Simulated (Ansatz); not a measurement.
This script makes vertical spin-state energies of C3H5S, SMILES [S]C1CC1 with the Ansatz DFT code, driven from Python.

`spin_c3h5s.py`:
```python
"""Vertical spin-state energies of C3H5S."""

import ansatz as az


def main() -> None:
    geometry_ang = [
        ("S", (2.1144, -0.0623, -0.7962)),
        ("C", (0.7652, -0.0538, 0.37)),
        ("C", (-0.4937, -0.7314, -0.1422)),
        ("C", (-0.4219, 0.7849, -0.0701)),
        ("H", (0.9475, -0.1145, 1.4637)),
        ("H", (-1.124, -1.19, 0.6487)),
        ("H", (-0.446, -1.1356, -1.1762)),
        ("H", (-1.0098, 1.2238, 0.7636)),
        ("H", (-0.3317, 1.279, -1.0613)),
    ]
    c3h5s = az.Crystal.molecule()
    for symbol, xyz in geometry_ang:
        c3h5s = c3h5s.atom(symbol, xyz)

    base = c3h5s.calculation().basis(gaussian="6-31G*").functional("PBE0", dispersion="d3bj")
    found = {}
    for unpaired in [1, 3]:
        data = base.spin("collinear", total=unpaired).run(threads=1).report
        s = unpaired / 2
        found[unpaired] = data["free_energy_ev"]
        print(f"2S+1 = {unpaired + 1}: E = {found[unpaired]:.5f} eV, <S^2> = {abs(data['mean_field']['state']['spin_squared']):.3f} (pure state {s * (s + 1):.2f})")
    lowest = min(found, key=found.get)
    for unpaired, e in found.items():
        print(f"multiplicity {unpaired + 1}: {23.060548 * (e - found[lowest]):.1f} kcal/mol above the lowest")


if __name__ == "__main__":
    main()
```

Which spin state is lowest at this geometry, and how far above lie the others?

In order: multiplicity 2 (+0.00 eV) and multiplicity 4 (+5.49 eV), all at the one geometry.

What the script printed:

```console
$ python spin_c3h5s.py
2S+1 = 2: E = -14017.96389 eV, <S^2> = 0.753 (pure state 0.75)
2S+1 = 4: E = -14012.47310 eV, <S^2> = 3.753 (pure state 3.75)
multiplicity 2: 0.0 kcal/mol above the lowest
multiplicity 4: 126.6 kcal/mol above the lowest
```

Caveats:
- Total energies depend on the basis set; only differences at equal settings carry meaning.
- The geometry is a force-field or estimated start, not a minimum of this method, and the basis set is short of its limit. All parts are taken at fixed geometry, without zero-point energy.
- The species is open-shell (spin multiplicity 2).
- Run time: 11 s on 1 thread of Arm Neoverse V1 (shared host), peak memory 0.24 GiB.

(Lines on the test bed's own set-up are left out of the output.)
